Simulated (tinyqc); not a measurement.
Worked calculation: Pariser-Parr-Pople SCF with singles CI, for the molecule c1cc[cH-]c1 (SMILES; centres numbered as the heavy atoms are written). One step of it, computed by the program tinyqc.

Problem. Iteration 2: Fock matrix. F_rr = H_rr + P_rr gamma_rr / 2 + sum_(s != r) P_ss gamma_rs; F_rs = H_rs - P_rs gamma_rs / 2; E = tr P (H + F) / 2 + core repulsion sum_(r<s) z_r z_s gamma_rs.

P after iteration 1, order 1C, 2C, 3C, 4C, 5C:
```
[[1.200020, 0.647201, -0.247238, -0.247238, 0.647201],
 [0.647201, 1.200010, 0.647233, -0.247191, -0.247210],
 [-0.247238, 0.647233, 1.199980, 0.647200, -0.247191],
 [-0.247238, -0.247191, 0.647200, 1.199980, 0.647233],
 [0.647201, -0.247210, -0.247191, 0.647233, 1.200010]]
```

core matrix H (eV), order 1C, 2C, 3C, 4C, 5C:
```
[[-37.355050, -2.390000, 0.000000, 0.000000, -2.390000],
 [-2.390000, -37.354437, -2.390000, 0.000000, 0.000000],
 [0.000000, -2.390000, -37.357821, -2.390000, 0.000000],
 [0.000000, 0.000000, -2.390000, -37.357821, -2.390000],
 [-2.390000, 0.000000, 0.000000, -2.390000, -37.354437]]
```

repulsion gamma_rs (eV), order 1C, 2C, 3C, 4C, 5C:
```
[[12.260000, 7.878521, 5.644004, 5.644004, 7.878521],
 [7.878521, 12.260000, 7.880843, 5.643253, 5.641821],
 [5.644004, 7.880843, 12.260000, 7.879722, 5.643253],
 [5.644004, 5.643253, 7.879722, 12.260000, 7.880843],
 [7.878521, 5.641821, 5.643253, 7.880843, 12.260000]]
```

Centres (angstrom, eV; a flat drawing with bonds scaled to 1.40 angstrom):
```
centre          x          y  core charge z          W   gamma_rr
1C       1.191000   0.000000              1  10.310000  12.260000
2C       0.368000   1.133000              1  10.310000  12.260000
3C      -0.963000   0.700000              1  10.310000  12.260000
4C      -0.963000  -0.700000              1  10.310000  12.260000
5C       0.368000  -1.133000              1  10.310000  12.260000
```

Give: F; pi energy.

Solution.

F (eV), order 1C, 2C, 3C, 4C, 5C:
```
[[2.455, -4.939, 0.698, 0.698, -4.939],
 [-4.939, 2.455, -4.940, 0.697, 0.697],
 [0.698, -4.940, 2.456, -4.940, 0.697],
 [0.698, 0.697, -4.940, 2.456, -4.940],
 [-4.939, 0.697, 0.697, -4.940, 2.455]]
```

pi energy = -61.670 eV
